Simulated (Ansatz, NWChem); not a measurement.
## Heat of formation of C2H3Cl2F (1,1-dichloro-1-fluoroethane) from total energies

C2H3Cl2F: 8 atoms, total charge 0, spin state singlet. SMILES: `CC(F)(Cl)Cl`. The coordinates come from a PBE0-D4/def2-TZVP relaxation.

Total energies at r2SCAN/pcseg-0 (NWChem 7.3.0); the atoms run unrestricted:

```tsv
species	state	energy (Eh)
C2H3Cl2F	singlet	-1096.482652
C	triplet	-37.731835
F	doublet	-99.394362
Cl	doublet	-459.568098
H	doublet	-0.496754
```

Harmonic wavenumbers at PBE0-D4/def2-TZVP, in cm⁻¹: 258, 267, 294, 377, 399, 438, 599, 751, 948, 1103, 1133, 1196, 1407, 1469, 1469, 3077, 3163, 3182.

Measured heats of formation of the gaseous atoms at 298.15 K, in kJ/mol: C 716.9, F 79.4, Cl 121.3, H 218.0. Spin-orbit lowering of the atoms at 298 K (mean of the ground term's levels less their thermal mean, from spectra), in kJ/mol: C 0.02, F 1.29, Cl 3.44. Take 1 Eh = 2625.50 kJ/mol, 1 cm⁻¹ = 0.0119627 kJ/mol, RT = 2.479 kJ/mol.

Task: Work out the heat of formation of the gas at 298 K.

Result: 
1. Electronic atomisation energy: 2 × (-37.731835) + (-99.394362) + 2 × (-459.568098) + 3 × (-0.496754) − (-1096.482652) = 0.998162 Eh = 2620.7 kJ/mol.
2. Zero-point energy: half the sum of the wavenumbers, 10765 cm⁻¹ = 128.8 kJ/mol.
3. Thermal vibrational enthalpy, Σ hcν̃/(exp(hcν̃/kT) − 1): 7.0 kJ/mol. Translation, rotation and pV of a non-linear molecule: 4 RT = 9.9 kJ/mol.
4. The 8 free atoms carry 5/2 RT each: 49.6 kJ/mol.
5. Spin-orbit coupling lowers the free atoms by 2 × 0.02 + 1.29 + 2 × 3.44 = 8.2 kJ/mol.
6. Atomisation enthalpy at 298 K: 2620.7 − 8.2 − 128.8 − 7.0 − 9.9 + 49.6 = 2516.4 kJ/mol.
7. Sum of the atoms' heats of formation: 2409.8 kJ/mol. Heat of formation: 2409.8 − 2516.4 = -106.6 kJ/mol.

No measured value is set beside it here. Anharmonicity and any spin-orbit splitting of the molecule are left out.
